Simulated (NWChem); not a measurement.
System: N₂H₄ anion, doublet; SMILES of the neutral closed-shell parent NN

Input file for NWChem:

```
start job
memory heap 200 mb stack 900 mb global 1100 mb
charge -1
geometry units angstroms noautosym nocenter noautoz
  N     -0.077756     0.721658     0.128488
  N      0.077756    -0.721658     0.128488
  H      0.877717     1.084774     0.224789
  H     -0.365208     1.012026    -0.833918
  H     -0.877717    -1.084774     0.224789
  H      0.365208    -1.012026    -0.833918
end
basis spherical
  * library 6-31+g*
end
dft
  odft
  mult 2
  xc m05-2x
  iterations 150
end
cosmo
  do_cosmo_smd true
  solvent etoac
end
task dft energy
```

In the optimisation the excess spin sits in a (C2, its own frame). Structure relaxed at the B3LYP/def2-SVPD, spin-unrestricted level. This spin state was assumed; another may lie lower. No stability test was run on the SCF state. The gas-phase anion has a positive highest level at the geometry level, so the gas reference is doubtful. Solvent: ethyl acetate.

Level: M05-2X/6-31+G* with SMD (1 M gas to 1 M solution), gas-phase geometry. Reactions with the solvent are ignored.

Problem. Give the results of this calculation. (M05-2X/6-31+G* (spherical d), spin-unrestricted, SMD on the gas-phase geometry.) Quantities: solvation free energy (kcal/mol); cavity-dispersion-structure term (kcal/mol).

Solution. 
```json
{
  "solvation free energy (kcal/mol)": "-57.1",
  "cavity-dispersion-structure term (kcal/mol)": "2.2"
}
```
